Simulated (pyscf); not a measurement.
This saddle point was located with ωB97X-D3(BJ)/def2-SVP in PySCF.

```xyz
19

Si    -2.8199     1.0971     1.3318
O     -1.4403     0.8842     0.3966
Si    -0.6576    -0.4390    -0.1725
F     -1.2696    -1.1815    -1.4669
O      0.7198     0.2685    -0.8055
Si     1.0431     1.8748    -1.1255
O      0.3082    -1.4820     0.8733
Si     2.0226    -1.5801     0.9273
H     -3.9758     0.3642     0.7547
H     -3.0990     2.5581     1.3251
H     -2.5632     0.6560     2.7297
H      1.1935     2.6413     0.1442
H      2.3303     1.9218    -1.8724
H     -0.0356     2.4824    -1.9522
H      2.5639    -0.2754     1.3716
H      2.2858    -2.6268     1.9486
H      2.5291    -1.9962    -0.3984
H     -0.6901    -1.8725     1.2458
F     -1.8314    -1.5388     0.9238
```

Surface: singlet, charge 0. Lowest wavenumbers (cm⁻¹): 761i, 35, 40, 62, 69.

Task: Which two sides does it connect, and which bonds change?

Result: F–Si(O–SiH₃)(O–SiH₃)–O–SiH₃ + HF <-> F–Si(F)(O–SiH₃)–O–SiH₃ + HO–SiH₃, a four-centre exchange read from left to right: O–Si, F–H broken and F–Si, H–O formed. At ωB97M-D3(BJ)/def2-TZVP it lies +17.4 kcal/mol from the left side and +22.6 kcal/mol from the right (each side as separated species at their lowest minima found). On the reactant side the descent ends in a complex, 6.8 kcal/mol under the separated species and 24.3 kcal/mol under the saddle at ωB97X-D3(BJ)/def2-TZVP. On the product side the descent ends in an adduct with a O–Si contact (not fully relaxed), 0.4 kcal/mol over the separated species and 20.0 kcal/mol under the saddle at ωB97X-D3(BJ)/def2-TZVP. What is counted as broken (O–Si) persists as a longer contact in the product adduct; parting that adduct is a step of its own. This is the saddle that the search found; another between the same sides may lie lower.
